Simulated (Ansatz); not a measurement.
**Reading a saddle point**

A first-order saddle point of CH$_{10}$Si$_{2}$, singlet, PBE0-D4/def2-TZVP, with one imaginary mode of 1563i cm⁻¹:

```xyz
13
angstrom
Si -0.7352 0.0352 0.3017
H -0.1326 -1.5320 -0.1587
H -2.0235 -0.6440 0.5997
H -1.1552 1.4990 0.2320
Si 1.0318 -0.0648 1.8241
H -0.1743 -0.7725 -1.0242
C -0.3040 0.3193 -1.8031
H 2.2939 -0.0586 1.0314
H 0.9635 -1.3377 2.5891
H 1.0730 1.0834 2.7736
H 0.0626 -0.3473 -2.5955
H 0.3968 1.1461 -1.6917
H -1.2970 0.6740 -2.0783
```

Computed with Ansatz 0.2.0 (basis: def2-TZVPP and def2-QZVPP); correlated methods freeze the cores. Extrapolation: Hartree–Fock as exp(−7.88 √X), correlation as X^−2.97.

Problem. Which contacts change along the imaginary mode, and what lies on either side? (A judgement: the text doesn't fix the answer.)

Solution. By the calculation: The step is Si₂H₆ ([SiH3][SiH3]) + CH₄ → CH₈Si₂ ([CH3][SiH2][SiH3]) + H₂, with the molecules in contact on both sides. Shortening one way: Si1–C7, H2–H6; lengthening the same way: Si1–H2, H6–C7.
| pair | one side (Å) | saddle (Å) | other side (Å) |
| --- | --- | --- | --- |
| Si1–C7 | 3.92 | 2.17 | 1.88 |
| H2–H6 | 3.15 | 1.15 | 0.75 |
| Si1–H2 | 1.49 | 1.74 | 3.69 |
| H6–C7 | 1.09 | 1.35 | 3.73 |

Problem. Which side is lower, and how far does the saddle lie above each? (Judge from chemistry; the value comes from the calculation.)

Solution. Computed: The side with Si1–H2, H6–C7 short is lower by 7.43 kcal/mol; the saddle lies 80.40 kcal/mol above it and 72.98 kcal/mol above the other (CCSD(T) at an estimated basis limit (MP2 extrapolated from triple and quadruple zeta, plus CCSD(T) − MP2 in triple zeta); electronic energies).

T1 diagnostic: at most 0.013.

Labels in which every atom is bracketed show which atoms are joined, not bond orders.

For scale, one of the runs: CCSD(T)/def2-TZVPP, 255 basis functions, launched by `ansatz run in.yaml --threads 4 --pin off --events-out ev --progress --plain --max-ram 9574MiB`. Hardware: 4 CPU threads of an Arm Neoverse V1, shared host. Wall time 90 s; peak host memory 5.3 GiB.
